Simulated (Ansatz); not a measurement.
**AlOF: an energy map over two coordinates**

Aim: map the energy of AlFO, SMILES [O]=[Al][F] over two coordinates, and find its wells, ridges and stiffness.

Program: Ansatz 0.2.0. Level of theory: RHF/def2-TZVP. These are calculated values, not measurements.

## Step 1: Where the work starts

3 atoms, charge 0, spin multiplicity 1.

Atoms are counted from 1 here; the program's logs count them from 0.

Bond lengths: O1–Al2 1.620 Å, Al2–F3 1.662 Å. Angles: O1–Al2–F3 180.0°.

As a file:

```
O     0.11177    1.76202    0.25580
Al    0.01027    0.16187    0.02350
F    -0.09385   -1.47943   -0.21477
```

## Step 3: The grid

First coordinate, angle O1–Al2–F3 (carried through 180): 15 values from 140.0 to 220.0 °. Second coordinate, change of the bonds Al2–O1, Al2–F3, all alike: 15 values from −0.174 to 0.269 Å.

Nothing else is relaxed (all other coordinates rigid). Energies count from the relaxed molecule at the same level. Points are written as (first, second).

(The set-up runs are not shown.)

## Step 4: The run at (162.9°, 0.079 Å)

input.yaml reads:

```yaml
crystal:
  periodic: [false, false, false]
  atoms:
    - { symbol: O, position_ang: [0.355743, 1.751153, 0.254221] }
    - { symbol: Al, position_ang: [0.010284, 0.162107, 0.023538] }
    - { symbol: F, position_ang: [0.15589, -1.499015, -0.217614] }
basis:
  gaussian: { orbitals: def2-TZVP }
hamiltonian:
  xc: hf
output:
  forces: true
```

Command:

```sh
$ ansatz run input.yaml --threads 1 --pin off --max-ram 2560MiB --backend cpu --events-out ev --progress --plain --runs-dir out
```

The session goes on with these runs: the other points that were computed.

Q: Predict the outcome of this session. Wanted: lowest point; highest computed point; largest force on an atom.

As calculated:

```
                       quantity                                                                            value
                   lowest point                                                 (180.0°, 0.016 Å), 0.26 kcal/mol
         highest computed point                               (140.0°, −0.174 Å), 57.9 kcal/mol above the lowest
largest force on an atom (eV/Å)  0.8 at (180.0°, 0.016 Å) to 15.6 at (140.0°, −0.174 Å); 0.8 at the lowest point
        time for the whole task                                                    96 s on 1 thread, shared host
```

In words: The lowest computed point is at (180.0°, 0.016 Å), 0.26 kcal/mol from the relaxed molecule at the same level. The grid is coarse, so the lowest point of the scanned range may lie between grid points; coordinates that were held can hide deeper minima. No other kind of well shows on this grid. The highest computed point, (220.0°, −0.174 Å), lies 57.9 kcal/mol above the lowest. Round the minimum the two coordinates are nearly uncoupled.
